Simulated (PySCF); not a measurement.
# Computed and published core binding energies of `[C-]#[N+]C(F)(F)F`

Measured values to reproduce (core binding energies): C 1s of C1 294.28 eV [1]; C 1s of C3 301.35 eV [1]; N 1s of N2 (atom 2) 407.97 eV [1]; F 1s of F4/F5/F6 695.53 eV [1]. Sources and the comparison follow the method.

Compound: C2F3N.
Geometry (PBE0-D3(BJ)/def2-TZVP, Å), atoms numbered from 1 in this order:
```
atom  x, y, z in Å
C1     2.1303    0.1403   -0.1531
N2     0.9664    0.0620   -0.0754
C3    -0.4287   -0.0345    0.0222
F4    -0.9991    1.0048   -0.5660
F5    -0.7946   -0.0597    1.2934
F6    -0.8503   -1.1424   -0.5658
```

Method: delta-SCF UKS SCAN, pcX-3 on the ionised atom, pcseg-2 elsewhere, spin-free X2C in PySCF. Binding energies are ΔSCF values: E(core-ionised, relaxed orbitals) − E(ground state) at a fixed geometry, referred to the vacuum level.

```
    atom              environment  level  this calculation (eV)  reference (eV)  difference (eV)  source
      C1        isocyanide carbon   C 1s                 294.13          294.28            -0.15     [1]
      C3               CF3 carbon   C 1s                 301.01          301.35            -0.34     [1]
      N2      isocyanide nitrogen   N 1s                 407.90          407.97            -0.07     [1]
F4/F5/F6  fluorine of a CF3 group   F 1s                 695.16          695.53            -0.37     [1]
```

[1] measured, gas; Beach, A photoelectron spectroscopic study of bonding in inorganic and organometallic compounds, PhD thesis, LBL 1985

Question: How well does this level of theory reproduce the measurements here?

Answer: Over the 4 different measured values (4 distinct lines) the mean signed difference is -0.23 eV, the mean unsigned one 0.23 eV and the largest 0.37 eV. The calculation is vertical and has no vibrational structure, and measured positions depend on the energy calibration.

The listed C 1s values span 6.88 eV, from C1 (bonded to N (triple bond)) to C3 (bonded to 3 F and N). Summing the Pauling electronegativity differences to the bonded atoms, each weighted by its formal bond order, gives +1.47 for the lowest site and +4.78 for the highest.

The first atom of each set that the bonding makes equivalent was ionised and stands for the set. Spin contamination (⟨S²⟩ against 0.75 for a pure doublet) is marked for C 1s of C1 (0.88), which makes this value less certain. Geometry: PBE0-D3(BJ)/def2-TZVP; no solvent, vibrations or thermal averaging.

Hardware: 2 threads, Intel Xeon at 2.50 GHz (x86_64), shared host with 64 logical CPUs at a one-minute load of 60. Cost: 80 s wall, 2.5 min CPU, 0.95 GiB resident at most.
